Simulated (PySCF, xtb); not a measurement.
C2H6S, charge +1, multiplicity 2. Atoms are numbered in the order given.

```xyz
9

C      1.3865     0.0000    -0.4785
S      0.0000     0.0000     0.6210
C     -1.3865     0.0000    -0.4785
H      1.3376     0.8927    -1.1105
H      2.2938     0.0000     0.1243
H      1.3376    -0.8927    -1.1105
H     -1.3376     0.8927    -1.1105
H     -2.2938     0.0000     0.1243
H     -1.3376    -0.8927    -1.1105
```
Charge +1, spin multiplicity 2.

The structure is a stationary point at ωB97X-D3(BJ)/def2-TZVP. The multiplicity is an assumed one; other spin states were not compared.

Computed with IEF-PCM-M06-2X/def2-SVP (PySCF).

The values are the electrostatic part of the solvation free energy, E(continuum) − E(gas) at the gas-phase geometry, in a cavity of scaled van der Waals radii (PySCF's table); cavitation and dispersion terms are not included.

```json
[
 {"solvent": "water", "ε": "78.36", "ΔG(elec) (kcal/mol)": "-61.9"},
 {"solvent": "benzene", "ε": "2.27", "ΔG(elec) (kcal/mol)": "-34.9"},
 {"solvent": "1-octanol", "ε": "9.86", "ΔG(elec) (kcal/mol)": "?"}
]
```

Q: Complete the blanks. (An estimate is asked for; the answer gives what the named calculation found.)

A: 
- 1-octanol, ΔG(elec) (kcal/mol): -56.3

For comparison, GFN2-xTB/ALPB(water) (xtb, at the GFN2-xTB geometry, all terms of that model) gives -58.4 kcal/mol.
